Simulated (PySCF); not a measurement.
BeH, SMILES [BeH+], charge +1.

Coordinates come from a PBE0-D3(BJ)/def2-TZVPD optimisation. The multiplicity is an assumed one; other spin states were not compared.

Two levels are set side by side: TDDFT-PBE/def2-TZVPD (PySCF) and TDDFT-PBE0/def2-TZVPD (PySCF). Vertical, same geometry. The lowest singlet is HOMO→LUMO 99 % with PBE and HOMO→LUMO 100 % with the other functional; states are paired by order. Differences are taken from unrounded values.

```csv
quantity,TDDFT-PBE0,TDDFT-PBE,TDDFT-PBE minus TDDFT-PBE0
lowest singlet excitation (eV),5.42,5.19,-0.23
lowest triplet excitation (TDA) (eV),3.80,3.57,-0.23
first bright state (f over 0.05) (eV),5.42,5.19,-0.23
its oscillator strength,0.13,0.13,0.00
```

A lower first singlet is the usual sign of a functional without exact exchange. Differences between two approximate levels are no errors against the true value.
